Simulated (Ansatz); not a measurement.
# C4H4O: the cost of one run

Program: Ansatz 0.2.0. Level of theory: UKS PBE0-D4/6-31G*. These are calculated values, not measurements.

## 1. The system as given

Bond lengths: C1–C2 1.140 Å, C2–C3 1.429 Å, C3–C4 1.455 Å, C3–O5 1.257 Å, C1–H6 1.142 Å, C4–H7 1.073 Å, C4–H8 1.125 Å, C4–H9 1.149 Å. Angles: C1–C2–C3 179.5°, C2–C1–H6 177.7°, C2–C3–C4 119.6°, C2–C3–O5 119.8°, C4–C3–O5 120.4°, C3–C4–H7 114.5°, C3–C4–H8 106.2°, C3–C4–H9 111.7°, H7–C4–H8 107.6°, H7–C4–H9 110.1°, H8–C4–H9 106.1°.

Structure file:

```xyz
9

C    -0.6400    2.1137   -0.1886
C    -0.0898    1.1179   -0.2603
C     0.6096   -0.1257   -0.3465
C     0.0780   -1.2974    0.3326
O     1.7187   -0.1799   -0.9353
H    -1.2140    3.1003   -0.1558
H     0.6703   -2.1848    0.2182
H    -0.9289   -1.4979   -0.1278
H    -0.1156   -1.0925    1.4464
```

## 2. End point A

Input file input.yaml:

```yaml
crystal:
  periodic: [false, false, false]
  atoms:
    - { symbol: C, position_ang: [-0.64, 2.1137, -0.1886] }
    - { symbol: C, position_ang: [-0.0898, 1.1179, -0.2603] }
    - { symbol: C, position_ang: [0.6096, -0.1257, -0.3465] }
    - { symbol: C, position_ang: [0.078, -1.2974, 0.3326] }
    - { symbol: O, position_ang: [1.7187, -0.1799, -0.9353] }
    - { symbol: H, position_ang: [-1.214, 3.1003, -0.1558] }
    - { symbol: H, position_ang: [0.6703, -2.1848, 0.2182] }
    - { symbol: H, position_ang: [-0.9289, -1.4979, -0.1278] }
    - { symbol: H, position_ang: [-0.1156, -1.0925, 1.4464] }
magnetization:
  spin_polarized: true
basis:
  gaussian: { orbitals: "6-31G*" }
hamiltonian:
  xc: pbe0
  dispersion: d4
relax:
  f_tol: 0.02
  max_steps: 50
```

Command:

```console
$ ansatz run input.yaml --threads 2 --pin off --max-ram 3072MiB --backend cpu --events-out ev --progress --plain --runs-dir out
```

**Question.** How long does this run take on 2 threads of Intel Xeon Platinum 8259CL at 2.50GHz (Skylake/Cascade Lake), shared host, and how much memory does it need?

About 23 s, with a peak of 0.22 GiB.
